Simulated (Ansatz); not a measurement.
**C₄H₄N₂: state-averaged CASSCF**

Computed with Ansatz's Gaussian-basis code (development build). State-averaged CASSCF with equal weights; occupations are averaged over the states; levels count from the state that is lowest in CASSCF. CASSCF levels without dynamic correlation can be off by over 1 eV. No symmetry is imposed, so a solution can break that of the shape. No proof that the lowest CASSCF solution was found.

Geometry:

```xyz
10

C     0.0000    0.0000    1.3115
N     0.0000    1.2019    0.7169
C     0.0000    1.1854   -0.6255
C     0.0000    0.0000   -1.3535
C     0.0000   -1.1854   -0.6255
N     0.0000   -1.2019    0.7169
H     0.0000    0.0000    2.3990
H     0.0000    2.1550   -1.1195
H     0.0000    0.0000   -2.4387
H     0.0000   -2.1550   -1.1195
```

Basis cc-pVTZ, nonrelativistic, 6 orbitals frozen in the corrections; active space CAS(10,8). Averaged: 1 triplet, 1 quintet.

Q: Give the levels in order, with their spins.

A: 

| state | CASSCF (eV) |
| --- | --- |
| triplet | 0.000 |
| quintet | 4.931 |

Occupations: 2.00, 2.00, 1.87, 1.30, 1.22, 0.78, 0.70, 0.14.

Geometry:

```xyz
10

C     0.0000    0.0631    1.3245
N     0.0000    1.2375    0.6735
N     0.0000    1.2375   -0.6735
C     0.0000    0.0631   -1.3245
C     0.0000   -1.1815   -0.6923
C     0.0000   -1.1815    0.6923
H     0.0000    0.1493    2.4080
H     0.0000    0.1493   -2.4080
H     0.0000   -2.1014   -1.2696
H     0.0000   -2.1014    1.2696
```

Basis cc-pVTZ, nonrelativistic, 6 orbitals frozen in the corrections; active space CAS(10,8). Averaged: 3 singlets.

Q: Give the levels in order.

A: 

```
  state  CASSCF (eV)
singlet        0.000
singlet        4.362
singlet        5.015
```

Occupations: 1.97, 1.92, 1.76, 1.71, 1.69, 0.63, 0.23, 0.08.

Same geometry.

Basis cc-pVDZ, nonrelativistic, 6 orbitals frozen in the corrections; active space CAS(10,8). Averaged: 1 singlet, 2 triplets.

CASSCF levels: singlet 0.00, triplet 3.55, triplet 4.50 eV.

Q: How does SC-NEVPT2 move them?

A: singlet 0.00, triplet 3.21, triplet 4.28 eV, in the same order of listing. The lowest state stays.
